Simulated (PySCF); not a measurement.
# One shape, several levels: BH3 (borane)

Aim: a comparison of 6 runs (HF/STO-3G, HF/3-21G, HF/6-311+G**, wB97X/STO-3G, B3LYP/6-31G*, r2SCAN/6-31+G*) of BH3 (borane). The job is set up through a Python script.

Program for the calculation: PySCF 2.14.0.

**1. Starting point**

BH3: 4 atoms, total charge 0, spin state singlet. SMILES: `B`. The shape is that of a PBE0-D4/def2-TZVP optimisation.

Bond lengths: B1–H2 1.193 Å, B1–H3 1.193 Å, B1–H4 1.193 Å. Angles: H2–B1–H3 120.0°, H2–B1–H4 120.0°, H3–B1–H4 120.0°.

**2. Energy and gradient at HF/STO-3G (run 1)**

calc.py reads:

```python
from pyscf import gto, scf

molecule = gto.Mole()
molecule.atom = '''
B      0.026267    -0.028535    -0.009638
H      1.856089     0.721308     1.074876
H     -0.521942    -2.214381     0.081258
H     -1.255534     1.407657    -1.184669
'''
molecule.basis = 'sto-3g'
molecule.max_memory = 1860
molecule.verbose = 3
molecule.unit = 'bohr'
molecule.charge = 0
molecule.build()

calc0 = scf.RHF(molecule)
calc0.conv_tol = 1e-10
calc0.kernel()
if not calc0.converged:
    calc0 = calc0.newton().run(calc0.mo_coeff, calc0.mo_occ)

e_tot = calc0.e_tot
print('E = %.10f Eh' % e_tot)
grad = calc0.nuc_grad_method().kernel()
dip = calc0.dip_moment()
pop, q = calc0.mulliken_pop()
```

On the command line:

```bash
OMP_NUM_THREADS=1 python calc.py
```

Log:

```text
converged SCF energy = -26.0685875563368
E = -26.0685875563 Eh
--------------- RHF gradients ---------------
         x                y                z
0 B     0.0000007250     0.0000006711    -0.0000319243
1 H     0.0176526961     0.0072445339     0.0104692928
2 H    -0.0052965380    -0.0210959340     0.0008823856
3 H    -0.0123568831     0.0138507289    -0.0113197540
----------------------------------------------
Dipole moment(X, Y, Z, Debye):  0.00012, -0.00009, -0.00019
 ** Mulliken pop  **
pop of  0 B 1s            1.99116
pop of  0 B 2s            1.02400
pop of  0 B 2px           0.62249
pop of  0 B 2py           0.87075
pop of  0 B 2pz           0.30175
pop of  1 H 1s            1.06329
pop of  2 H 1s            1.06328
pop of  3 H 1s            1.06328
 ** Mulliken atomic charges  **
charge of    0B =      0.18985
charge of    1H =     -0.06329
charge of    2H =     -0.06328
charge of    3H =     -0.06328
```

Wall time 1.4 s (1 thread of Intel Xeon at 2.70GHz, shared host); peak memory 0.12 GiB.

**3. Energy and gradient at HF/3-21G (run 2)**

calc.py reads:

```python
# B
import pyscf.grad
from pyscf import gto, scf

mol = gto.Mole()
mol.atom = [
    ('B', (0.013900, -0.015100, -0.005100)),
    ('H', (0.982200, 0.381700, 0.568800)),
    ('H', (-0.276200, -1.171800, 0.043000)),
    ('H', (-0.664400, 0.744900, -0.626900)),
]
mol.verbose = 4
mol.basis = '3-21g'
mol.max_memory = 1860
mol.build()

myscf = scf.RHF(mol)
myscf.conv_tol = 1e-10
myscf.kernel()
if not myscf.converged:
    myscf = myscf.newton().run(myscf.mo_coeff, myscf.mo_occ)

e_tot = myscf.e_tot
print(f'total energy: {e_tot:.8f} hartree')
grad = myscf.Gradients().kernel()
myscf.analyze()
```

On the command line:

```bash
OMP_NUM_THREADS=1 python calc.py
```

Log:

```text
PySCF version 2.14.0

[... 53 lines left out ...]
total energy: -26.23725274 hartree
[... 13 lines left out ...]
One-electron Energy =                  -48.753686705683997
[... 2 lines left out ...]
DFT Exchange-Correlation Energy =       -4.888852242151875
[... 4 lines left out ...]
MO #3   energy= -0.49863634293146  occ= 2
[... 2 lines left out ...]
MO #6   energy= 0.322305503129166  occ= 0
[... 2 lines left out ...]
MO #9   energy= 0.598727934841499  occ= 0
[... 2 lines left out ...]
MO #12  energy= 0.780009661144326  occ= 0
[... 2 lines left out ...]
MO #15  energy= 1.42479649621378   occ= 0
[... 22 lines left out ...]
Dipole moment(X, Y, Z, Debye):  0.00009, -0.00005, -0.00020
```

Wall time 1.4 s (1 thread of Intel Xeon at 2.70GHz, shared host); peak memory 0.12 GiB.

**4. Energy and forces at HF/6-311+G(d,p) (run 3)**

geometry.xyz reads:

```xyz
4

B      0.013900    -0.015100    -0.005100
H      0.982200     0.381700     0.568800
H     -0.276200    -1.171800     0.043000
H     -0.664400     0.744900    -0.626900
```

job.py reads:

```python
# B
from pyscf import gto

mol = gto.M(
    atom='geometry.xyz',
    verbose=3,
    max_memory=1860,
    basis='6-311+g**',
)

myscf = mol.RHF()
myscf.conv_tol = 1e-10
myscf.kernel()
if not myscf.converged:
    myscf = myscf.newton().run(myscf.mo_coeff, myscf.mo_occ)

e_final = myscf.e_tot
print('E(%s) = %.9f' % ('HF', e_final))
grad = myscf.nuc_grad_method().kernel()
myscf.analyze()
```

On the command line:

```bash
OMP_NUM_THREADS=1 python job.py
```

Log:

```text
converged SCF energy = -26.3970102752786
E(HF) = -26.397010275
--------------- RHF gradients ---------------
         x                y                z
0 B     0.0000010241     0.0000016064    -0.0000242594
1 H     0.0018658458     0.0007736055     0.0011119773
2 H    -0.0005661030    -0.0022367654     0.0000975516
3 H    -0.0013007669     0.0014615535    -0.0011852695
----------------------------------------------
**** MO energy ****
MO #1   energy= -7.6140113762481   occ= 2
MO #2   energy= -0.703870081738714 occ= 2
MO #3   energy= -0.497655435919246 occ= 2
MO #4   energy= -0.497644914590673 occ= 2
MO #5   energy= 0.0372927009361987 occ= 0
MO #6   energy= 0.0681093711939531 occ= 0
MO #7   energy= 0.0831374869461557 occ= 0
MO #8   energy= 0.0831378412376735 occ= 0
MO #9   energy= 0.136659941348745  occ= 0
MO #10  energy= 0.245809215918813  occ= 0
MO #11  energy= 0.245814850293007  occ= 0
MO #12  energy= 0.256020583257022  occ= 0
MO #13  energy= 0.434694945879976  occ= 0
MO #14  energy= 0.434699457509716  occ= 0
MO #15  energy= 0.50193291208619   occ= 0
MO #16  energy= 0.557043533333683  occ= 0
MO #17  energy= 0.708160224855838  occ= 0
MO #18  energy= 0.708176793242965  occ= 0
MO #19  energy= 0.743001915865138  occ= 0
MO #20  energy= 0.977146467320095  occ= 0
MO #21  energy= 0.977153810156061  occ= 0
MO #22  energy= 1.25987124566988   occ= 0
MO #23  energy= 1.31250194374192   occ= 0
MO #24  energy= 1.31253868199872   occ= 0
MO #25  energy= 1.61099977497601   occ= 0
MO #26  energy= 1.82457015669776   occ= 0
MO #27  energy= 1.99908184568095   occ= 0
MO #28  energy= 1.99911964885122   occ= 0
MO #29  energy= 2.11505121106581   occ= 0
MO #30  energy= 2.11511816331848   occ= 0
MO #31  energy= 2.17214315505362   occ= 0
MO #32  energy= 2.2806489330295    occ= 0
MO #33  energy= 2.28070010088744   occ= 0
MO #34  energy= 2.50688791596643   occ= 0
MO #35  energy= 2.84383579507516   occ= 0
MO #36  energy= 2.84387361492966   occ= 0
MO #37  energy= 3.02975798802541   occ= 0
MO #38  energy= 3.02981786175624   occ= 0
MO #39  energy= 3.09207197074249   occ= 0
MO #40  energy= 15.3673598552841   occ= 0
 ** Mulliken atomic charges  **
charge of    0B =      0.02212
charge of    1H =     -0.00737
charge of    2H =     -0.00737
charge of    3H =     -0.00737
Dipole moment(X, Y, Z, Debye):  0.00007, -0.00004, -0.00019
```

Run time: 1.8 s. Hardware: 1 thread of Intel Xeon at 2.70GHz, shared host; peak memory 0.12 GiB.

Runs 4 to 5 aren't shown in full; the table further down has their settings and results.

**5. Energy and forces at r2SCAN/6-31+G(d) (spherical functions) (run 6)**

mol.xyz reads:

```xyz
4

B      0.013900    -0.015100    -0.005100
H      0.982200     0.381700     0.568800
H     -0.276200    -1.171800     0.043000
H     -0.664400     0.744900    -0.626900
```

input.py reads:

```python
import pyscf.grad
from pyscf import gto, dft

mol = gto.Mole()
mol.atom = 'mol.xyz'
mol.max_memory = 1860
mol.verbose = 4
mol.spin = 0
mol.basis = '6-31+g*'
mol.build()

calc0 = dft.RKS(mol)
calc0.xc = 'r2scan'
calc0.grids.level = 5
calc0.conv_tol = 1e-10
calc0.kernel()
if not calc0.converged:
    calc0 = calc0.newton().run(calc0.mo_coeff, calc0.mo_occ)

energy = calc0.e_tot
print('E(%s) = %.9f' % ('R2SCAN', energy))
grad = calc0.Gradients().kernel()
dip = calc0.dip_moment()
pop, q = calc0.mulliken_pop()
```

On the command line:

```bash
OMP_NUM_THREADS=1 python input.py
```

Log:

```text
PySCF version 2.14.0

[... 67 lines left out ...]
converged SCF energy = -26.5754979270998
[... 12 lines left out ...]
Dipole moment(X, Y, Z, Debye):  0.00007, -0.00002, -0.00017
[... 29 lines left out ...]
charge of    3H =      0.02045
```

It took 5.7 s on 1 thread of Intel Xeon at 2.70GHz, shared host; peak memory 0.31 GiB.

**6. The series**

| run | level | integration grid | Cartesian functions | energy (Eh) | dipole moment (D) | HOMO energy (eV) | LUMO energy (eV) | wall time |
| --- | --- | --- | --- | --- | --- | --- | --- | --- |
| 1 | HF/STO-3G | – | no | -26.068588 | 0.00 | -12.56 | 6.52 | 1.4 s |
| 2 | HF/3-21G | – | no | -26.237253 | 0.00 | -13.57 | 2.09 | 1.4 s |
| 3 | HF/6-311+G** | – | no | -26.397010 | 0.00 | -13.54 | 1.01 | 1.8 s |
| 4 | wB97X/STO-3G | 5 | no | -26.278519 | 0.00 | -11.41 | 3.93 | 3.3 s |
| 5 | B3LYP/6-31G* (Cartesian functions) | 5 | yes | -26.613000 | 0.00 | -9.56 | -1.78 | 4.2 s |
| 6 | r2SCAN/6-31+G* (spherical functions) | 5 | no | -26.575498 | 0.00 | -8.82 | -2.44 | 5.7 s |

**7. Outcome**

| quantity | value |
| --- | --- |
| run 6: total energy | -26.57550 Eh |
| run 6: dipole moment | 0.00 D |
| run 6: HOMO energy | -8.82 eV |
| run 6: LUMO energy | -2.44 eV |
| run 6: HOMO–LUMO gap | 6.37 eV |
| run 6: largest force on an atom | 0.068 eV/Å |

In words: The HOMO–LUMO gap runs from 6.37 eV (r2SCAN/6-31+G*) to 19.08 eV (HF/STO-3G). The two ends differ in method and basis. Totals of different functionals can't be ranked against each other. In runs 1, 4 the basis is minimal, so the values are rough. All runs together took 18 s, the longest 5.7 s.
